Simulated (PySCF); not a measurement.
Coordinates in bohr (charge 0 multiplicity 1):
```
Si    0.0000    0.0000    0.0000
F     0.0000    0.0000    3.1065
F     0.0000    0.0000   -3.1065
```

Computed with PySCF, B3LYP, basis Si def2-TZVP, F def2-TZVP (no relativity, density fitting).

This geometry of SiF2 is a stationary point at this level.

Task: What is the point group?

Result: D∞h.

Task: Is it a minimum?

Result: No: it has 2 imaginary modes (one degenerate set), at 320i cm⁻¹ (πu).

Task: List the harmonic modes with their infrared intensities.

Result: 
```json
{"symmetry": "πu", "ω (cm⁻¹)": "320i", "IR (km/mol, summed over degenerate members)": "–", "type": "bend"}
{"symmetry": "σg+", "ω (cm⁻¹)": "571", "IR (km/mol, summed over degenerate members)": "0.0", "type": "stretch"}
{"symmetry": "σu+", "ω (cm⁻¹)": "823", "IR (km/mol, summed over degenerate members)": "426", "type": "stretch"}
```

Task: What are the dipole moment and the gap between the highest occupied and lowest empty levels?

Result: 0.00 D and 4.71 eV.

Task: Give the atomic charges and bond orders.

Result: 
| atom | Mulliken | Löwdin | polar tensor | Mayer order to Si1 |
| --- | --- | --- | --- | --- |
| Si1 | 0.46 | 0.16 | 0.74 | – |
| F2,3 | -0.23 | -0.08 | -0.37 | 1.03 |

In D∞h the vibrations span πu + σg+ + σu+. The σg+ mode carries no infrared intensity, as symmetry demands. With a centre of inversion only u modes can be infrared active and only g modes Raman active.

Only a few start shapes were tried, so a lower isomer may exist. At this level a singlet minimum of C2v symmetry lies 170 kJ/mol below this structure.
